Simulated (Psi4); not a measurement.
**One shape, several levels: doublet C3HN−**

Wanted: a comparison of 6 runs (UB3LYP/6-31G*, UBHLYP/def2-SVPD, UCAM-B3LYP/def2-SVPD, UM06-2X/def2-SVPD, UMP2/def2-SVPD) of doublet C3HN−. 

Program for the calculation: Psi4 1.11.

4 further runs of the same task are left out: 4 set aside as unsound or not needed.

## 1. Starting point

C3HN− has 5 atoms, charge -1, and is taken as a doublet. As SMILES of the parent species, `C#CC#N`. Geometry: relaxed at PBE0-D4/def2-TZVP. That shape belongs to the parent species and isn't relaxed for this state.

Bond lengths: C1–C2 1.201 Å, C2–C3 1.369 Å, C3–N4 1.154 Å, C1–H5 1.066 Å. Angles: C1–C2–C3 180.0°, C2–C3–N4 180.0°, C2–C1–H5 179.9°.

## 2. Energy and forces at UB3LYP/6-31G(d) (spherical functions) (run 1)

The input, c3hn.xyz:

```xyz
5
C3HN
C     -0.137800     1.253000     0.148800
C     -0.000300     0.068900     0.002100
C      0.157500    -1.280600    -0.165000
N      0.291100    -2.418400    -0.305600
H     -0.260600     2.303500     0.278300
```

The input, calc.py:

```python
import psi4

psi4.set_memory('1600 MB')
psi4.set_num_threads(1)
psi4.core.set_output_file('run.log', False)

with open('c3hn.xyz') as f:
    atoms = ''.join(f.readlines()[2:])
m = psi4.geometry('-1 2\n' + atoms + 'symmetry c1')

options = {'basis': '6-31G*', 'reference': 'uks', 'puream': True, 'e_convergence': 1e-09, 'd_convergence': 1e-08, 'scf_type': 'pk', 'dft_radial_points': 99, 'dft_spherical_points': 590, 'maxiter': 100}
psi4.set_options(options)

e_tot, wfn = psi4.gradient('b3lyp', molecule=m, return_wfn=True)
psi4.oeprop(wfn, 'LOWDIN_CHARGES', 'QUADRUPOLE', 'WIBERG_LOWDIN_INDICES')
print('gradient / Eh bohr^-1')
print(e_tot.np.round(6))
print(f'energy = {wfn.energy():.10f} Eh')
```

The run is started by

```console
python calc.py
```

run.log:

```text
[...]
  Running in c1 symmetry.
[...]
  Nuclear repulsion =   77.250015080974137
[...]
  Multiplicity = 2
[...]
  Nalpha       = 14
  Nbeta        = 13
[...]
    Number of basis functions: 58
[...]
   @UKS iter   1:  -169.20000997000935   -3.06704e-01   1.28676e-02 ADIIS/DIIS
[...]
   @UKS iter  14:  -169.52116897582928   -3.35376e-12   9.27312e-09 DIIS
[...]
   @S^2 Observed:                7.557764727E-01
[...]
  @UKS Final Energy:  -169.52116897582928
   => Energetics <=
    Nuclear Repulsion Energy =             77.2500150809741370
    One-Electron Energy =                -387.3007823995798731
    Two-Electron Energy =                 159.7729933655750472
    DFT Exchange-Correlation Energy =     -19.2433950227986088
    Empirical Dispersion Energy =           0.0000000000000000
    VV10 Nonlocal Energy =                  0.0000000000000000
    Total Energy =                       -169.5211689758292835
[...]
  -Total Gradient:
     Atom            X                  Y                   Z
    ------   -----------------  -----------------  -----------------
       1        0.012989703977    -0.112499144620    -0.014042755231
       2       -0.014979560843     0.128856259370     0.016022365472
       3        0.016113826502    -0.137426557235    -0.017013386571
       4       -0.013830004812     0.118016540227     0.014599242393
       5       -0.000293850252     0.003052107975     0.000434441158
[...]
 Multipole Moments:
 ------------------------------------------------------------------------------------
     Multipole            Electronic (a.u.)      Nuclear  (a.u.)        Total (a.u.)
 ------------------------------------------------------------------------------------
 L = 1.  Multiply by 2.5417464519 to convert [e a0] to [Debye]
 Dipole X            :          0.2112376           -0.3192847           -0.1080471
 Dipole Y            :         -1.8166278            2.7353105            0.9186827
 Dipole Z            :         -0.2248824            0.3381480            0.1132655
 Magnitude           :                                                    0.9319233
 L = 2.  Multiply by 1.3450342976 to convert [e a0^2] to [Debye ang]
 Quadrupole XX       :        -21.5418026            2.8106355          -18.7311672
 Quadrupole XY       :         25.2612750          -24.0578149            1.2034601
[...]
```

Standard output:

```text
gradient / Eh bohr^-1
[[ 0.01299  -0.112499 -0.014043]
 [-0.01498   0.128856  0.016022]
 [ 0.016114 -0.137427 -0.017013]
 [-0.01383   0.118017  0.014599]
 [-0.000294  0.003052  0.000434]]
energy = -169.5211689758 Eh
```

Run time: 19 s. Hardware: 1 thread of AMD EPYC 7R43 (Zen 3), shared host; peak memory 0.63 GiB.

## 3. A single-point energy at UB3LYP/6-31G(d) (Cartesian functions) (run 2)

The input, calc.in:

```
memory 1.6 GB

molecule {
  -1 2
  C     -0.137800     1.253000     0.148800
  C     -0.000300     0.068900     0.002100
  C      0.157500    -1.280600    -0.165000
  N      0.291100    -2.418400    -0.305600
  H     -0.260600     2.303500     0.278300
  units angstrom
  symmetry c1
  no_reorient
  no_com
}

set {
  basis                6-31G*
  reference            uks
  puream               false
  e_convergence        1e-09
  d_convergence        1e-08
  scf_type             pk
  dft_radial_points    99
  dft_spherical_points 590
  maxiter              100
}

e_tot = energy("b3lyp")
```

The run is started by

```console
psi4 calc.in calc.out -n 1
```

calc.out:

```text
[...]
  Running in c1 symmetry.
[...]
  Nuclear repulsion =   77.250015080974151
[...]
  Multiplicity = 2
[...]
  Nalpha       = 14
  Nbeta        = 13
[...]
    Number of basis functions: 62
[...]
   @UKS iter   1:  -169.20019812951597   -3.05758e-01   1.24166e-02 DIIS/ADIIS
[...]
   @UKS iter  14:  -169.52575813002076   -3.43903e-12   9.19793e-09 DIIS
[...]
   @S^2 Observed:                7.557700110E-01
[...]
    Orbital Energies [Eh]
    ---------------------
    Alpha Occupied:
       1A    -14.066820     2A     -9.972485     3A     -9.963351
       4A     -9.949997     5A     -0.657967     6A     -0.535779
       7A     -0.405615     8A     -0.296791     9A     -0.144490
      10A     -0.134853    11A     -0.126751    12A     -0.058448
      13A     -0.045535    14A      0.143591
    Alpha Virtual:
      15A      0.208923    16A      0.294296    17A      0.397152
      18A      0.412023    19A      0.426373    20A      0.552688
      21A      0.634322    22A      0.723869    23A      0.725659
      24A      0.765111    25A      0.810496    26A      0.814747
[...]
  @UKS Final Energy:  -169.52575813002076
   => Energetics <=
    Nuclear Repulsion Energy =             77.2500150809741513
    One-Electron Energy =                -387.2922039967540400
    Two-Electron Energy =                 159.7388566760228628
    DFT Exchange-Correlation Energy =     -19.2224258902637359
    Empirical Dispersion Energy =           0.0000000000000000
    VV10 Nonlocal Energy =                  0.0000000000000000
    Total Energy =                       -169.5257581300207619
[...]
 Multipole Moments:
 ------------------------------------------------------------------------------------
     Multipole            Electronic (a.u.)      Nuclear  (a.u.)        Total (a.u.)
 ------------------------------------------------------------------------------------
 L = 1.  Multiply by 2.5417464519 to convert [e a0] to [Debye]
 Dipole X            :         -3.8365509            3.5781964           -0.2583545
 Dipole Y            :         29.2418340          -27.1695374            2.0722966
 Dipole Z            :          3.9445570           -3.6764622            0.2680948
 Magnitude           :                                                    2.1054774
[...]
```

Wall time 16 s (1 thread of AMD EPYC 7R43 (Zen 3), shared host); peak memory 0.66 GiB.

Runs 3 to 5 aren't shown in full; the table further down has their settings and results.

## 4. A single-point energy at UMP2/def2-SVPD (run 6)

The input, calc.dat:

```
memory 1600 mb

molecule {
  -1 2
  C     -0.137800     1.253000     0.148800
  C     -0.000300     0.068900     0.002100
  C      0.157500    -1.280600    -0.165000
  N      0.291100    -2.418400    -0.305600
  H     -0.260600     2.303500     0.278300
  symmetry c1
}

set globals {
  basis def2-SVPD
  reference uhf
  puream true
  e_convergence 1e-09
  d_convergence 1e-08
  scf_type pk
  num_frozen_docc 4
  mp2_type conv
  maxiter 100
}

energy_value, wavefunction = energy("mp2", return_wfn=True)
```

The run is started by

```console
psi4 calc.dat calc.out -n 1
```

calc.out:

```text
[...]
  Running in c1 symmetry.
[...]
  Nuclear repulsion =   77.250015080974137
[...]
  Multiplicity = 2
[...]
  Nalpha       = 14
  Nbeta        = 13
[...]
    Number of basis functions: 88
[...]
   @UHF iter   1:  -168.25075393732601   -1.02297e+00   4.93984e-03 ADIIS/DIIS
[...]
   @UHF iter  25:  -168.36959684370714   -1.15961e-11   9.16721e-09 DIIS
[...]
   @S^2 Observed:                8.020987946E-01
[...]
    Orbital Energies [Eh]
    ---------------------
    Alpha Occupied:
       1A    -15.334068     2A    -11.052760     3A    -11.035681
       4A    -11.026155     5A     -0.991794     6A     -0.831974
       7A     -0.656270     8A     -0.502419     9A     -0.350428
      10A     -0.347929    11A     -0.297590    12A     -0.240592
      13A     -0.183434    14A      0.015833
    Alpha Virtual:
      15A      0.238114    16A      0.278050    17A      0.309912
      18A      0.337241    19A      0.416888    20A      0.435785
      21A      0.439331    22A      0.499279    23A      0.499613
      24A      0.505770    25A      0.514912    26A      0.516019
[...]
  @UHF Final Energy:  -168.36959684370714
   => Energetics <=
    Nuclear Repulsion Energy =             77.2500150809741370
    One-Electron Energy =                -385.8683954342299103
    Two-Electron Energy =                 140.2487835095486162
    Total Energy =                       -168.3695968437071429
  UHF NO Occupations:
  HONO-2 :   12  A 1.9983678
  HONO-1 :   13  A 1.9800106
[...]
 Multipole Moments:
 ------------------------------------------------------------------------------------
     Multipole            Electronic (a.u.)      Nuclear  (a.u.)        Total (a.u.)
 ------------------------------------------------------------------------------------
 L = 1.  Multiply by 2.5417464519 to convert [e a0] to [Debye]
 Dipole X            :          0.2142465           -0.3192847           -0.1050382
 Dipole Y            :         -1.8403708            2.7353105            0.8949397
 Dipole Z            :         -0.2278173            0.3381480            0.1103306
 Magnitude           :                                                    0.9078122
[...]
	SCS-MP2 Total Energy (a.u.)        :  -168.89373907431477
	SOS-MP2 Total Energy (a.u.)        :  -168.88380906065788
	SCSN-MP2 Total Energy (a.u.)       :  -168.63087658546937
[...]
	SOS-PI-MP2 Total Energy (a.u.)     :  -168.92336384657719
[...]
	MP2 Total Energy (a.u.)            :  -168.91359910162856
[...]
```

Run time: 7.8 s. Hardware: 1 thread of AMD EPYC 7R43 (Zen 3), shared host; peak memory 0.42 GiB.

## 5. All runs side by side

| run | level | task | Cartesian functions | energy (Eh) | HOMO energy (eV) | LUMO energy (eV) | ⟨S²⟩ | wall time |
| --- | --- | --- | --- | --- | --- | --- | --- | --- |
| 1 | UB3LYP/6-31G* (spherical functions) | gradient | no | -169.521169 | 3.91 | 5.69 | 0.756 | 19 s |
| 2 | UB3LYP/6-31G* (Cartesian functions) | energy | yes | -169.525758 | 3.91 | 5.69 | 0.756 | 16 s |
| 3 | UBHLYP/def2-SVPD | gradient | no | -169.318898 | 1.91 | 5.34 | 0.765 | 35 s |
| 4 | UCAM-B3LYP/def2-SVPD | gradient | no | -169.338844 | 1.61 | 5.51 | 0.760 | 49 s |
| 5 | UM06-2X/def2-SVPD | energy | no | -169.354637 | 1.99 | 4.84 | 0.759 | 83 s |
| 6 | UMP2/def2-SVPD | energy | no | -168.913599 | 0.43 | 6.48 | 0.802 | 7.8 s |

## 6. What came out

| quantity | value |
| --- | --- |
| run 6: total energy | -168.91360 Eh |
| run 6: HOMO energy (Hartree–Fock orbitals) (highest over α and β) | 0.43 eV |
| run 6: LUMO energy (Hartree–Fock orbitals) (lowest over α and β) | 6.48 eV |
| run 6: correlation energy (4 core orbitals frozen) | -544.0 mEh |
| run 6: ⟨S²⟩ of the reference determinant | 0.802 |

Totals of different functionals can't be ranked against each other. In runs 1, 2, 3, 4, 5, 6 the HOMO lies above zero, so the outermost electron may be held by the basis alone. All runs together took 3.5 min, the longest 83 s.
